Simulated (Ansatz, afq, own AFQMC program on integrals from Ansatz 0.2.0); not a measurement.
AFQMC on a folder of integrals that Ansatz 0.2.0 wrote.

```yaml
crystal:
  periodic: [false, false, false]
  atoms:
    - {symbol: Ge, position_ang: [0.000000, 0.000000, 0.000000]}
    - {symbol: H, position_ang: [0.000000, 0.000000, 1.741000]}
basis:
  gaussian: {orbitals: cc-pVTZ}
total_charge: 1
magnetization: {spin_polarized: false}
correlation: {method: ccsd_t, electrons: outside_noble_gas, hamiltonian_folder: ham}
```

```sh
$ ansatz run in.yaml --threads 1 --pin off --events-out ev --progress --plain --max-ram 1382MiB
```

afq runs on the folder ham with

```
--method free --trial cisd --walkers 20 --time-step 0.05 --max-blocks 30 --target-error 0.00048 --factor-cut 1e-05 --seed 8648 --times 0,2,5,8,12 --taylor-order 6
```

Times are imaginary, in 1/Eh. The walk had a cap of 90 s. Filled inner d shells are frozen with the cores.

```
orbitals 43  electrons 2 2  factors 298 of 359
reference energy -2075.65909238 Eh
CCSD correlation -0.08663407 Eh in 10 cycles, weight of the determinant in the CISD state 0.9268
repeat  energy at the last time / Eh  error
    10  -2075.748352  0.001436
    20  -2075.747697  0.000769
    30  -2075.747077  0.000688
time / (1/Eh)  energy / Eh  error  mean overlap
  0.00  -2075.745642  0.000117  1.0749
  2.00  -2075.747420  0.000142  1.0577
  5.00  -2075.747411  0.000257  1.0961
  8.00  -2075.747308  0.000342  1.0667
 12.00  -2075.747077  0.000688  1.0592
energy -2075.747077 +/- 0.000688 Eh
```

The run passed its tests (error under three times the target), which doesn't prove that it has relaxed.

Against this walk (error 18.7 meV) on the same determinant: CCSD(T) 4.2 meV lower (within the noise), CCSDT(Q) 15.1 meV lower (within the noise), full CI for this spin (own frozen core, lowest symmetry allowed) 15.4 meV lower (within the noise). The error is statistical, and a free projection of finite length keeps a remainder of its start.

A setting was made bad on purpose (projection too long), so the walk's energy isn't to be trusted. Here it did no visible harm: the energy meets the surest value within the noise.

Cautions: remainder of the start not in the error; error above the target (18.7 against 13.1 meV); no relativity below Rb; no spin-orbit coupling; inner d shell frozen; so few walkers bias the energy; the time-step error isn't removed.

CCSDT and higher add their correlation energy to the determinant of the CCSD(T) run, since their own runs factorise the integrals more tightly (a shift of under 2 meV). A walk keeps the symmetry of its determinant, which the program's search chose and which needn't be the lowest solution, so a lower state of the same spin and another symmetry isn't excluded.
